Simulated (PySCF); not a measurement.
disilane cation (H6Si2), SMILES [SiH3][SiH3] (connectivity only; charge and spin as stated), charge +1, multiplicity 2. Geometry optimised at PBE0-D3(BJ)/def2-TZVP. The multiplicity is an assumed one; other spin states were not compared.

The numbers are results of PBE0-D3(BJ)/def2-TZVP (PySCF), not measurements.

Harmonic wavenumbers (cm⁻¹): 114, 214, 233, 233, 317, 317, 717, 786, 907, 907, 917, 917, 2247, 2248, 2303, 2303, 2310, 2310. Rotational constants (GHz): 39.08, 4.108, 4.108; symmetry number 6.

Work out the zero-point energy and the ideal-gas rigid-rotor harmonic-oscillator thermochemistry at 298.15 K and 1 atm.

ZPE = ½ Σ hcν = ½ × 20299 cm⁻¹ = 121.41 kJ/mol. H − E(el) = 140.42 kJ/mol. Entropy in J/(mol K): translation 160.26, rotation 84.28, vibration 52.77, spin 5.76, total 303.07. G − E(el) = 50.06 kJ/mol. Cp = 92.05 J/(mol K). Modes under 150 cm⁻¹ make the vibrational entropy uncertain.
